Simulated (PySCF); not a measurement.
# Where CCSD(T) holds and where it slips

Each species is computed at the geometry given (Å), with frozen cores, in PySCF 2.14.0: RHF-CCSD(T) for singlets, UHF-CCSD(T) otherwise, and full CI in the same basis. The script picks the determinant by trial CCSD, so it needn't be the lowest Hartree–Fock solution. States: PH3⁺ doublet A', SiH4⁺ doublet Ag, SiH3 doublet A'. Cases whose determinant has another symmetry than full CI's state, or whose (Q) step broke down, weren't drawn.

Problem. Judging by size, spin and bonding and the diagnostics given, rank them by the size of CCSD(T)'s error in total energy against full CI in the same basis, smallest first (an estimate).
A. SiH$_{4}$⁺, doublet, 6-31G: Si 0.000 0.000 0.000; H -0.016 1.604 1.593; H -0.025 -1.593 1.603; H 0.025 1.593 -1.603; H 0.016 -1.604 -1.593. T1 0.121, (T) -139 meV in a correlation energy of -3.33 eV
B. SiH₃, doublet, 6-31G: Si 0.000 0.000 -0.058; H 1.870 0.019 0.540; H -0.953 1.612 0.532; H -0.920 -1.629 0.537. T1 0.031, (T) -62 meV in a correlation energy of -2.73 eV
C. PH3⁺, doublet, 6-31G: P -0.004 0.000 -0.034; H 1.498 0.016 0.381; H -0.695 1.167 0.333; H -0.670 -1.180 0.336. T1 0.007, (T) -20 meV in a correlation energy of -2.06 eV

Solution. C (8.6 meV), B (39.3 meV), A (143.5 meV).

```json
{"species": "PH3⁺, doublet", "basis": "6-31G", "correlated electrons": "7", "CCSD(T) − full CI (meV)": "8.6", "CCSDT(Q) − full CI (meV)": "–", "unpaired electrons (full CI)": "1.03", "T1": "0.007", "⟨S²⟩ of the determinant": "0.76"}
{"species": "SiH3, doublet", "basis": "6-31G", "correlated electrons": "7", "CCSD(T) − full CI (meV)": "39.3", "CCSDT(Q) − full CI (meV)": "–", "unpaired electrons (full CI)": "1.15", "T1": "0.031", "⟨S²⟩ of the determinant": "0.78"}
{"species": "SiH4⁺, doublet", "basis": "6-31G", "correlated electrons": "7", "CCSD(T) − full CI (meV)": "143.5", "CCSDT(Q) − full CI (meV)": "–", "unpaired electrons (full CI)": "1.90", "T1": "0.121", "⟨S²⟩ of the determinant": "1.61"}
```

Unpaired electrons are Σ n²(2−n)² over natural occupations; an open shell counts its own unpaired electrons too. Frozen cores follow each run's orbitals, which moves totals by a few meV. No single determinant describes SiH4⁺, doublet well, by full CI's occupations. A dash: (Q) wasn't run for open shells.
